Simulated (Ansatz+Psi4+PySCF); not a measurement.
The numbers below are computed, except where a source is named.
A run of Psi4 1.11 on doublet CH₄N at this shape:

```xyz
6

C     0.0000    0.0000    0.0000
H     1.0728   -0.0463    0.1593
H    -0.4438   -0.7195   -0.6810
N    -0.7751    0.9436    0.6429
H    -0.3740    1.6068    1.2691
H    -1.7602    0.9915    0.5011
```

Its results:

```yaml
Converged: yes
Total_energy: -94.62536 hartree
Spin_squared_of_the_determinant: 0.765
```

(1) Which input gives this output? Name the method, the orbitals and the basis set, and write the input.

Results:

(1) UHF in cc-pVTZ.

```
molecule {
0 2
C 0.000000 0.000000 0.000000
H 1.072800 -0.046300 0.159300
H -0.443800 -0.719500 -0.681000
N -0.775100 0.943600 0.642900
H -0.374000 1.606800 1.269100
H -1.760200 0.991500 0.501100
}

set basis cc-pVTZ
set reference uhf
set scf_type pk
energy('scf')
```
